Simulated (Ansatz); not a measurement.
Gas-phase electronic energies from Ansatz, PBE0-D4/def2-TZVP geometries. CCSD(T)/CBS adds triple-zeta CCSD(T) − MP2 to the extrapolated MP2 energy (def2 sets, frozen cores). This one scheme is used for every species. DFT in def2-TZVPP. HSE06 is defined as in plane-wave codes. Each species was taken in one conformer, which may not be the lowest.

`C=C(C)C(C)C` + H–F → `CC(C)F` + `C=CC`  (substitution at a C–C bond)

```
       level  ΔE (kcal/mol)
     BLYP-D4            4.9
    BHLYP-D4            5.0
       HSE06            4.8
MP2/def2-SVP            9.7
```

Problem. What does CCSD(T)/CBS give? (Estimate.)

Solution. The calculation gave: +9.4 kcal/mol. The listed levels differ from it by -4.5, -4.4, -4.6, 0.3 kcal/mol.

Largest T1 diagnostic among the species: 0.010.

At CCSD(T), def2-SVP lies −2.9 kcal/mol from the extrapolated value and def2-TZVPP −0.6 kcal/mol. In def2-TZVPP, CCSD(T) changes the Hartree–Fock value by +9.6 kcal/mol (the triples alone add +1.2 kcal/mol) and MP2 by +13.2 kcal/mol. The D4 term adds +4.4 kcal/mol with B3LYP and +2.5 kcal/mol with PBE0; it sums over pairs of atoms, weighted by their polarisabilities, and B3LYP, whose exchange is more repulsive, gets the larger term.

B3LYP here is the variant with VWN-RPA as its local correlation; programs differ in this.
